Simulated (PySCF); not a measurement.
Simulated outer-valence photoelectron spectrum of allene, `C=C=C`. Computed with EOM-IP-CCSD/aug-cc-pVDZ in PySCF, restricted Hartree–Fock reference, frozen core, non-relativistic, gas phase, PBE0-D3(BJ)/def2-SVP geometry.

Each root has a Gaussian of 0.4 eV full width with its one-hole share as area; cross sections and vibrations are left out, and the highest printed point is 100.

| ionisation energy (eV) | intensity |
| --- | --- |
| 9.6 | 0 |
| 9.8 | 10 |
| 10.0 | 60 |
| 10.2 | 86 |
| 10.4 | 31 |
| 10.6 | 3 |
| 10.8 | 0 |
| 11.0 | 0 |
| 11.2 | 0 |
| 11.4 | 0 |
| 11.6 | 0 |
| 11.8 | 0 |
| 12.0 | 0 |
| 12.2 | 0 |
| 12.4 | 0 |
| 12.6 | 0 |
| 12.8 | 0 |
| 13.0 | 0 |
| 13.2 | 0 |
| 13.4 | 0 |
| 13.6 | 0 |
| 13.8 | 0 |
| 14.0 | 0 |
| 14.2 | 0 |
| 14.4 | 0 |
| 14.6 | 0 |
| 14.8 | 7 |
| 15.0 | 51 |
| 15.2 | 100 |
| 15.4 | 79 |
| 15.6 | 35 |
| 15.8 | 6 |
| 16.0 | 0 |
| 16.2 | 0 |
| 16.4 | 0 |
| 16.6 | 0 |
| 16.8 | 0 |
| 17.0 | 0 |
| 17.2 | 7 |
| 17.4 | 33 |
| 17.6 | 38 |
| 17.8 | 11 |
| 18.0 | 1 |

Q: Where are the maxima, and how many lines lie under the curve?

A: 3 maxima, at 10.2, 15.2 and 17.5 eV, from 4 lines (6 roots with degenerate partners counted). At this width some lines have no maximum of their own.

Q: List the lines with their holes.

A: 
```csv
E (eV),leading hole (HF orbital),area,Koopmans (eV)
10.15,HOMO/HOMO-1,1.92,10.29
15.18,HOMO-2/HOMO-3,1.85,16.46
15.46,HOMO-4,0.94,17.07
17.52,HOMO-5,0.91,19.42
```

The widest gap, 5.03 eV, lies between 10.15 and 15.18 eV. Only orbitals with −ε under 21 eV, eight at most, were ionised, so the high end of the curve may lack lines.
